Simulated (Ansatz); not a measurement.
Geometry optimisation, Ansatz, UKS PBE-D4/cc-pVDZ.

Input:

```yaml
crystal:
  periodic: [false, false, false]
  atoms:
    - { symbol: B, position_ang: [0.0, 0.0, 0.0] }
    - { symbol: F, position_ang: [0.0, 0.0, 1.57] }
    - { symbol: H, position_ang: [1.0305, 0.0, -0.595] }
    - { symbol: H, position_ang: [-1.0305, 0.0, -0.595] }
    - { symbol: O, position_ang: [0.0, 0.0, 3.1] }
    - { symbol: H, position_ang: [-0.5144, -0.8011, 3.4371] }
magnetization:
  spin_polarized: true
  initial_magnetization: 1
basis:
  gaussian: { orbitals: cc-pVDZ }
hamiltonian:
  xc: pbe
  dispersion: d4
relax:
  f_tol: 0.15
  max_steps: 25
  restrain:
    - { distance: [1, 4], at: 2.43, k: 30.0 }
    - { distance: [0, 1], at: 1.32, k: 30.0 }
```

Run as:

```bash
$ ansatz run input.yaml --threads 1 --pin off --max-ram 2048MiB --backend cpu --events-out ev --progress --plain --runs-dir out
```

Where does it end, and by what steps?

It converged. The restraints hold the end off the free minimum; the threshold counts their pulls, which the force column leaves out. Restrained pairs: F2–O5 (1.53 → 2.44 Å), B1–F2 (1.57 → 1.33 Å). After 5 steps the energy has fallen by 3.116 eV (the restraints' own energy left out); O5 moved furthest, 0.56 Å. The start is strongly strained (largest force component 12 eV/Å).

| step | energy less start (eV) | largest force component (eV/Å) | accepted |
| --- | --- | --- | --- |
| 0 | 0.0000 | 12.147 | yes |
| 1 | -2.5646 | 4.058 | yes |
| 2 | -2.9302 | 3.002 | yes |
| 3 | -3.1135 | 0.290 | yes |
| 4 | -3.1112 | 0.647 | no |
| 5 | -3.1160 | 0.422 | yes |

```xyz
6
Properties=species:S:1:pos:R:3
B 0.000 0.002 -0.111
F -0.012 -0.055 1.222
H 1.082 0.024 -0.664
H -1.074 0.014 -0.681
O 0.016 0.014 3.658
H -0.526 -0.800 3.493
```

Time of the run: 12 s on 1 thread of Intel(R) Xeon(R) 6975P-C (Granite Rapids), on a shared host, peak memory 0.16 GiB.
